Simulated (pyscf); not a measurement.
HO–B(OH)–F (SMILES OB(O)F) + HF (SMILES F) -> HO–B(F)–F (SMILES OB(F)F) + H₂O (SMILES O) (four-centre exchange; singlet surface; B–O, F–H broken, B–F, H–O formed). PySCF, gas phase, ωB97X-D3(BJ)/def2-SVP geometries. MP2 and CC: frozen core, UHF for open shells. ΔMP2 is the change of the MP2 total energy from the triple- to the quadruple-zeta basis. Energies in kcal/mol from the separated reactants.

```
level                             barrier  reaction energy
--------------------------------  -------  ---------------
PBE/def2-TZVP                        12.1             -3.5
r²SCAN/def2-TZVP                        …             -3.8
M06-2X/def2-TZVP                     14.7             -3.1
HF/def2-TZVP                         30.9             -4.5
CCSD/def2-TZVPP                      19.7             -3.4
CCSD(T)/def2-TZVPP                   17.4             -3.3
CCSD(T)/def2-TZVPP + ΔMP2(QZVPP)        …                …
```

**Question.** Complete the blanks.

**Answer.** 
- r²SCAN/def2-TZVP, barrier: 12.4
- CCSD(T)/def2-TZVPP + ΔMP2(QZVPP), barrier: 18.5
- CCSD(T)/def2-TZVPP + ΔMP2(QZVPP), reaction energy: -3.2

Of the functionals in the table, M06-2X is closest to CCSD(T)/def2-TZVPP + ΔMP2(QZVPP) in the barrier (3.7 kcal/mol apart) and PBE least close (6.4 kcal/mol); that level has limits of its own. On the reactant side the descent ends in a complex, 5.2 kcal/mol under the separated species and 21.1 kcal/mol under the saddle at ωB97X-D3(BJ)/def2-TZVP. On the product side the descent ends in a complex, 5.5 kcal/mol under the separated species and 24.8 kcal/mol under the saddle at ωB97X-D3(BJ)/def2-TZVP. At ωB97X-D3(BJ)/def2-TZVP the barrier from the zero used here is 15.9 kcal/mol. This is the saddle that the search found; another between the same sides may lie lower. The CCSD(T) − MP2 part came from Ansatz, without density fitting, on the same reference.
